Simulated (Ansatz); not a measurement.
C3H8N2 can be A, `C/N=C\CN`, or B, `CNC(C)=N`.

Program: Ansatz. Geometries: PBE0-D4/def2-TZVP. ΔE: electronic, gas phase. CCSD(T)/CBS adds triple-zeta CCSD(T) − MP2 to the extrapolated MP2 energy (def2 sets, frozen cores). DFT in def2-TZVPP. Each species was taken in one conformer, which may not be the lowest.

Question: Which is lower in electronic energy at CCSD(T)/CBS, and by how much? (Estimate.)

Answer: Ansatz gave: B, by 82.7 kJ/mol.

Question: Give E(B) − E(A) in kJ/mol with r2SCAN-D4, B2PLYP, MP2/def2-TZVPP, PBE0-D4, PBE-D4, ωB97M-V, HF/def2-TZVPP. (An estimate is asked.)

Answer: Ansatz gave: r2SCAN-D4 -94.2, B2PLYP -86.9, MP2/def2-TZVPP -87.9, PBE0-D4 -90.4, PBE-D4 -89.4, ωB97M-V -87.6, HF/def2-TZVPP -84.9. None reverses the order clearly.

Largest T1 diagnostic: 0.012.
